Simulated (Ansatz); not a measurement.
## A rate constant, worked out

An elementary step of SiNH5S, closed shell (SiNH₅S ([NH2][SiH2][SH]) → SiH₂S ([SiH2][S]) + NH₃ (still joined by a long Si–N bond); Si–N, S–H broken or loosened, N–H formed or tightened). The start structure is the reactant molecule, and the electronic barrier above it is 1.250 eV by CCSD(T) at an estimated basis limit (MP2 extrapolated from triple and quadruple zeta, plus CCSD(T) − MP2 in triple zeta). Program: Ansatz 0.2.0. Basis: def2-TZVPP and def2-QZVPP. Cores are frozen in the correlated methods. Extrapolation: Hartree–Fock as exp(−7.88 √X), correlation as X^−2.97. Harmonic wavenumbers at PBE0-D4/def2-TZVP (Ansatz 0.2.0), in cm⁻¹:

Start: 140, 240, 259, 404, 485, 499, 672, 801, 862, 900, 913, 929, 1583, 2238, 2249, 2709, 3603, 3698.

Saddle: 1363i, 213, 420, 531, 608, 627, 697, 792, 869, 878, 984, 1188, 1515, 1620, 2216, 2219, 3521, 3624.

(1) Work out the transition-state-theory rate constant at 400 K from these numbers alone (harmonic vibrations; rotation, path degeneracy and anharmonicity left out), and the Wigner tunnelling factor. Use 1 cm⁻¹ = 1.2398 × 10⁻⁴ eV and k_B = 8.617 × 10⁻⁵ eV/K.

The T1 diagnostic stays at or below 0.012.

Results:

(1) Zero-point energies, half the sums: start 23184/2 cm⁻¹ = 1.4372 eV; saddle, real modes only, 22522/2 cm⁻¹ = 1.3962 eV.
Barrier with zero-point energy: 1.250 + 1.3962 − 1.4372 = 1.2090 eV.
k_BT = 0.03447 eV, so the barrier is 35.07 k_BT.
Vibrational partition functions from the zero-point level, ln q = −Σ ln(1 − exp(−hν/k_BT)): start 2.931, saddle 1.549.
k = (k_BT/h) exp(ln q‡ − ln q) exp(−E0/k_BT), with log₁₀(k_BT/h in s⁻¹) = 12.92: log₁₀ k = 12.92 + (-1.382 − 35.07)/2.3026 = -2.91, so k ≈ 1 × 10^(-3) s⁻¹.
Wigner factor: 1 + (hν‡/k_BT)²/24 = 1 + (4.90)²/24 = 2.00, too large for this simple formula to be trusted. A change of 1 kcal/mol (0.043 eV) in the barrier would change k by a factor of 3.5 at this temperature.

Labels in which every atom is bracketed show which atoms are joined, not bond orders.

For scale, one of the runs: CCSD(T)/def2-TZVPP, 185 basis functions (an equivalent command: `ansatz run in.yaml --threads 2`). Hardware: 2 CPU threads, shared host. Wall time 33 s; peak host memory 1.7 GiB.
